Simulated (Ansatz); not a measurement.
**MgH3+ (triplet): wave-function methods side by side, cc-pVTZ**

Aim: climb from Hartree-Fock through coupled cluster for MgH3+ (triplet) at one geometry and basis, and see what each rung misses.

Program: Ansatz 0.2.0, Gaussian basis. Level of theory: cc-pVTZ, core rule «outside noble gas», up to 5 orbitals frozen. These are calculated values, not measurements.

The runs, in order: UHF; CCSD(T) on ROHF; CCSD(T) on UHF; BCCD(T) on ROHF; CCSDT(Q) on ROHF; CCSDT(Q) on UHF; Full CI.

23 further runs of the same task are left out: 10 for a known fault of the program, 3 that didn't finish, 10 set aside as unsound or not needed. Runs told in other sessions of the task aren't counted.

## 1. The geometry

The geometry is a PBE0/def2-TZVP stationary point (not a proven minimum).

4 atoms, charge 1, spin multiplicity 3.

Atoms are counted from 1 here; the program's logs count them from 0.

Bond lengths: Mg1–H2 1.879 Å, Mg1–H3 1.879 Å, Mg1–H4 1.879 Å. Angles: H2–Mg1–H3 120.0°, H2–Mg1–H4 120.0°, H3–Mg1–H4 120.0°.

## 2. UHF

in.yaml reads:

```yaml
crystal:
  periodic: [false, false, false]
  atoms:
    - {symbol: Mg, position_ang: [0.000000, 0.000000, 0.000000]}
    - {symbol: H, position_ang: [1.878525, 0.015918, 0.006100]}
    - {symbol: H, position_ang: [-0.953042, 1.618899, -0.004800]}
    - {symbol: H, position_ang: [-0.925483, -1.634817, -0.001300]}
basis:
  gaussian: {orbitals: cc-pVTZ}
total_charge: 1
magnetization: {spin_polarized: true, initial_magnetization: 2}
hamiltonian: {xc: hf}
output: {orbitals: {seedname: orbitals}}
```

Started as:

```bash
ansatz run in.yaml --threads 1 --pin off --events-out ev --progress --plain --max-ram 2393MiB
```

Further steps of the session: CCSD(T) on ROHF; CCSD(T) on UHF; BCCD(T) on ROHF; CCSDT(Q) on ROHF; CCSDT(Q) on UHF; Full CI.

Before running them: what should the planned runs give, taken together? Wanted: FCI from the RHF energy; RMP2 from FCI; UMP2 from FCI; RCCSD from FCI; RCCSD(T) from FCI; UCCSD(T) from FCI; RCCSDT(Q) from FCI; UCCSDT(Q) from FCI; T1 diagnostic.

**Answer**, as computed:

| quantity | value |
| --- | --- |
| FCI from the ROHF energy | -1.8620 eV |
| RMP2 from FCI | +480.6 meV |
| UMP2 from FCI | +498.8 meV |
| RCCSD from FCI | +37.3 meV |
| RCCSD(T) from FCI | +7.6 meV |
| UCCSD(T) from FCI | +4.1 meV |
| RCCSDT(Q) from FCI | -1.4 meV |
| UCCSDT(Q) from FCI | -1.7 meV |
| levels within 1 kcal/mol (43 meV) | RCCSD, UCCSD, RCCSD(T), UCCSD(T), BCCD(T), RCCSDT, UCCSDT, RCCSDT(Q), UCCSDT(Q) |
| T1 diagnostic | 0.065 |
| effectively unpaired electrons | 2.07 |

In words: RCCSD(T) lands +7.6 meV from the yardstick (0.4 % of the correlation energy). The occupations are near whole numbers, but T1 = 0.065 shows that the orbitals relax strongly. Coupled cluster took another determinant than the lowest Hartree-Fock one. These misses are within one basis, not against nature; the frozen cores of restricted and unrestricted runs differ, which can shift their rows.

Levels on UHF freeze UHF's core orbitals, full CI those of ROHF, so the U rows can settle a little off it for that reason alone.
